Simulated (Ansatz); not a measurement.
Reaction (SMILES): P (PH3) → [PH2-] + H+
B3LYP-D3(BJ)/def2-TZVP geometries, fixed; electronic energies without zero-point terms.

Basis-set convergence of the deprotonation energy at PBE with Ansatz (a quantum-chemistry and plane-wave program). Cartesian d functions, on some or all atoms, in 6-31G*, 6-31+G*, 6-311G**, 6-311+G**; all else is spherical. The program fits the integrals of some runs and decomposes those of others, by size. No added dispersion term, no relativity. Functions are those of the species that has most. Reference: the value in aug-pcseg-3, 369.63 kcal/mol, itself unsure by roughly 1.93 kcal/mol (its mean distance from aug-cc-pV(Q+d)Z, def2-QZVPPD). Deviations are taken from unrounded values.

```tsv
basis	functions	deprotonation energy (kcal/mol)
6-31G*	25	381.48
6-31+G*	29	368.97
def2-SVP	33	388.45
def2-SVPD	48	380.63
pcseg-1	33	375.19
aug-pcseg-1	54	368.06
cc-pV(D+d)Z	38	385.81
aug-cc-pV(D+d)Z	59	368.72
6-311G**	45	371.38
6-311+G**	49	369.67
def2-TZVP	55	377.70
def2-TZVPD	70	375.35
pcseg-2	76	375.18
aug-pcseg-2	119	369.42
cc-pV(T+d)Z	81	378.95
aug-cc-pV(T+d)Z	124	369.76
def2-TZVPP	84	377.76
def2-TZVPPD	99	375.60
cc-pV(Q+d)Z	154	374.79
aug-cc-pV(Q+d)Z	227	369.87
def2-QZVPP	160	373.82
def2-QZVPPD	175	373.27
pcseg-3	163	371.72
aug-pcseg-3	236	369.63
```

What the diffuse functions change, pair by pair:
- 6-31G* to 6-31+G*: 4 more functions, deviation 11.85 to -0.67 kcal/mol
- def2-SVP to def2-SVPD: 15 more functions, deviation 18.82 to 10.99 kcal/mol
- pcseg-1 to aug-pcseg-1: 21 more functions, deviation 5.56 to -1.57 kcal/mol
- cc-pV(D+d)Z to aug-cc-pV(D+d)Z: 21 more functions, deviation 16.18 to -0.91 kcal/mol
- 6-311G** to 6-311+G**: 4 more functions, deviation 1.75 to 0.04 kcal/mol
- def2-TZVP to def2-TZVPD: 15 more functions, deviation 8.07 to 5.72 kcal/mol
- pcseg-2 to aug-pcseg-2: 43 more functions, deviation 5.55 to -0.22 kcal/mol
- cc-pV(T+d)Z to aug-cc-pV(T+d)Z: 43 more functions, deviation 9.32 to 0.12 kcal/mol
- def2-TZVPP to def2-TZVPPD: 15 more functions, deviation 8.13 to 5.97 kcal/mol
- cc-pV(Q+d)Z to aug-cc-pV(Q+d)Z: 73 more functions, deviation 5.16 to 0.24 kcal/mol
- def2-QZVPP to def2-QZVPPD: 15 more functions, deviation 4.19 to 3.63 kcal/mol
- pcseg-3 to aug-pcseg-3: 73 more functions, deviation 2.09 to 0.00 kcal/mol

Leaving out the reference's own pair, they bring the value nearer the reference by more than 1.93 kcal/mol in 9 of 11 pairs.
